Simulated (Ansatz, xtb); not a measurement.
# Relaxing a trial structure of BFH3Si+

The starting geometry of this gas-phase singlet has its atoms placed at random.

| atom | x (Å) | y (Å) | z (Å) |
| --- | --- | --- | --- |
| B | -0.6504 | 1.3085 | 0.7291 |
| F | -1.5115 | -0.6669 | 0.7344 |
| Si | 1.4622 | 0.5298 | 0.6116 |
| H | -1.8140 | 0.2616 | 0.6310 |
| H | 0.4482 | 0.5764 | -1.0704 |
| H | -0.6062 | 0.5053 | -0.5362 |

Problem. Guess where an optimisation with r2SCAN-D4/def2-SVP ends from this start.

Solution. It ends as a structure with F2 bridging B1 and H4, H5 bridging Si3 and B1, given below by its coordinates. Contacts that close: B1–F2 (2.15 → 1.60 Å), B1–Si3 (2.25 → 1.94 Å), B1–H5 (2.23 → 1.33 Å), B1–H6 (1.50 → 1.20 Å).

The energy falls by 5.64 eV over 16 steps:

| step | E − E(last) (eV) |
| --- | --- |
| 1 | 5.640 |
| 3 | 3.788 |
| 4 | 2.736 |
| 6 | 0.974 |
| 8 | 0.094 |
| 9 | 0.080 |
| 11 | 0.001 |
| 13 | 0.001 |
| 14 | 0.000 |
| 16 | 0.000 |

Final geometry (Å):

```yaml
atoms:
  - { symbol: B, position_ang: [-0.3040, 0.7455, 0.1826] }
  - { symbol: F, position_ang: [-1.3177, -0.2933, 0.8565] }
  - { symbol: Si, position_ang: [1.5778, 0.8405, 0.6430] }
  - { symbol: H, position_ang: [-2.1987, -0.3019, 0.4979] }
  - { symbol: H, position_ang: [0.4912, 0.0028, -0.5849] }
  - { symbol: H, position_ang: [-0.9203, 1.5212, -0.4956] }
```

From the same start GFN2-xTB ends elsewhere, differing in Si3–H5 (2.72 against 1.84 Å here).

From so rough a start the end depends on the optimiser's path, so another program may land elsewhere. No frequencies were run, so the end isn't proven a minimum. Run with Ansatz 0.2.0, 29 s on 1 thread of Intel(R) Xeon(R) Platinum 8259CL CPU @ 2.50GHz (Skylake/Cascade Lake), with other jobs on the host.
